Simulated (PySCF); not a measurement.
NaCl: from constants to spectrum

RHF-CCSD(T) constants of NaCl, ¹Σ⁺ (singlet), closed shell (basis Na 6-31G(d,p), Cl 6-31G(d,p); no relativity; PySCF 2.14; masses 22.9898 and 34.9689 u):

| Item | Value |
| --- | --- |
| ωe | 366.3 cm⁻¹ |
| ωexe | 1.53 cm⁻¹ |
| Be | 0.21202 cm⁻¹ |
| αe | 0.00127 cm⁻¹ |
| D (centrifugal) | 2.84e-07 cm⁻¹ |
| De to Na + Cl | 3.73 eV |

Question: Estimate the standard entropy (1 bar) and heat capacity of the ideal gas at 500 K, rigid rotor with B0 and harmonic oscillator at the fundamental.

Answer: Translation (Sackur–Tetrode, M = 57.96 u): 170.2 J/(mol K). Rotation: q = kT/(σB0) = 1640 with σ = 1, 69.9. Vibration: x = hcν0/kT = 1.05, 8.32. S° = 248.4 J/(mol K); Cp = 7R/2 + 7.60 = 36.7 J/(mol K).

Correlated steps freeze 6 core orbitals. Correlated levels converge slowly with the basis: in double zeta they bind strong bonds too weakly, by up to about 1 eV, and carry superposition errors of some tenths. Where the molecule has an RHF reference, its open-shell atoms are computed with UHF.
